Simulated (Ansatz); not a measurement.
**Down a group: vertical ionisation energies of H2Si–OH, H₂Ge–OH**

Ansatz 0.2.0, basis cc-pVDZ; geometries are PBE0/def2-TZVP minima. Wave-function levels freeze the cores with the filled d shells of p-block atoms; HF, MP2 and coupled cluster are restricted for singlets and unrestricted otherwise, restricted open-shell where a d shell is frozen. The reference is CCSDT(Q) (coupled cluster only where its series has nearly closed). An error is the level's value less the reference. None of these values is a measured one. Energies are electronic, without zero-point terms. No spin–orbit coupling and no scalar relativity. The set is small: such energies can lie up to about 0.3 eV from the limit, spin gaps mostly less, so near ties and functionals' places can change in larger sets. The species are chosen: bound, without strong static correlation by their natural occupations or amplitudes, in their lowest spin state as far as vertical gaps and like structures tell, with only the lowest ion state computed, and with a ladder that closes on the reference, so errors are smaller than for species at large; levels whose determinant breaks symmetry or spin markedly are left out.

```
         species                                                                             bonds (Å)                            quantity  symmetry of the states  reference  value (eV)  error CCSD  error CCSD(T)  error CCSDT
H2Si–OH, doublet  O–Si 1.652, Si–H 1.487/1.497, O–H 0.958, angles at O 117°, angles at Si 106/110/111°  vertical ionisation to the singlet                   A / A   CCSDT(Q)       7.965       0.060          0.010        0.007
H2Ge–OH, doublet  O–Ge 1.786, Ge–H 1.546/1.557, O–H 0.960, angles at O 113°, angles at Ge 104/109/112°  vertical ionisation to the singlet                   A / A   CCSDT(Q)       8.077       0.086          0.018        0.014
```

The reference rises from Si to Ge, by 0.112 eV in all.
